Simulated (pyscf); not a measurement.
Optimised with ωB97X-D3(BJ)/def2-SVP in PySCF.

Q: For the elementary gas-phase step `[CH3][SeH]` + `[H][H]` → `[CH2]=[Se]` + `[H][H]` + `[H][H]` (singlet surface; C–H, H–Se, H–H broken, H–H, H–H formed), what barrier and reaction energy does ωB97M-D3(BJ)/def2-TZVP give, measured from the separated reactants?

A: ΔE‡ = 287.4 kJ/mol, ΔE = +184.5 kJ/mol. Zero-point energy shifts the barrier by -5.8 kJ/mol. It is a multi-bond step, with an imaginary mode of 1239i cm⁻¹. This is the saddle that the search found; another between the same sides may lie lower. Elements up to Kr have no core potential and no relativistic terms here.
